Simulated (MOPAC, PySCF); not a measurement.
C$_{2}$H$_{3}$N, SMILES `CC#N`, neutral singlet in the gas phase. 

Cartesian coordinates (Å):
SMILES: CC#N
```xyz
6

C     -0.4871    -0.0011    -0.0035
C      0.9705     0.0022     0.0069
N      2.1413     0.0047     0.0153
H     -0.8812    -0.3438     0.9739
H     -0.8678    -0.6799    -0.7924
H     -0.8758     1.0179    -0.2003
```
Charge 0, spin multiplicity 1.

All levels are single points at this geometry (PBE-D3(BJ)/def2-SVP); Pople sets use spherical d functions. Orbital energies aren't observables, and empty levels follow the basis.

B3LYP/3-21G in PySCF gives dipole (D) = 3.61.

Problem. Estimate the dipole (D) from each of these levels: PBE-D3(BJ)/def2-TZVP in PySCF; B3LYP/6-311+G** in PySCF; B3LYP/6-31G* in PySCF; M06-2X/6-31G* in PySCF; PBE/6-31G* in PySCF; HF/6-31G* in PySCF; HF/STO-3G in PySCF; PM7 in MOPAC.

Solution. 
| level | dipole (D) |
|---|---|
| PBE-D3(BJ)/def2-TZVP in PySCF | 3.96 |
| B3LYP/6-311+G** in PySCF | 4.08 |
| B3LYP/6-31G* in PySCF | 3.82 |
| M06-2X/6-31G* in PySCF | 3.82 |
| PBE/6-31G* in PySCF | 3.76 |
| HF/6-31G* in PySCF | 4.10 |
| HF/STO-3G in PySCF | 3.07 |
| PM7 in MOPAC | 3.89 |
